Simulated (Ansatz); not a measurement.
Results of BLYP (PAW; Ansatz, a quantum-chemistry and plane-wave program) for anatase TiO2 (metastable phase).

Numerical settings: plane-wave cutoff 520 eV, 12×12×12 k mesh, Fermi–Dirac smearing 0.01 eV, no spin polarisation, scalar-relativistic PAW data made under PBE.

Response to compression and expansion:

Shape and atoms are relaxed at each volume.

```tsv
V (Å³/atom)	P (GPa)	direct gap at Γ (eV)	smallest gap on the k mesh (eV)	c (Å)
11.483	7.29	2.560	2.084	9.578
11.723	3.52	2.521	2.096	9.714
11.962	0.01	2.478	2.098	9.838
12.201	-3.23	2.432	2.094	9.955
12.440	-6.21	2.384	2.083	10.060
```

The fundamental gap (2.10 eV at the equilibrium volume, with added k points) lies elsewhere than Γ–Γ.

Measured, for comparison: band gap 3.42 eV (low temperature, no zero-point or thermal correction, gap of extended states, from the Urbach tail; as tabulated in Kang and Hybertsen (2010), arXiv:1006.4085).
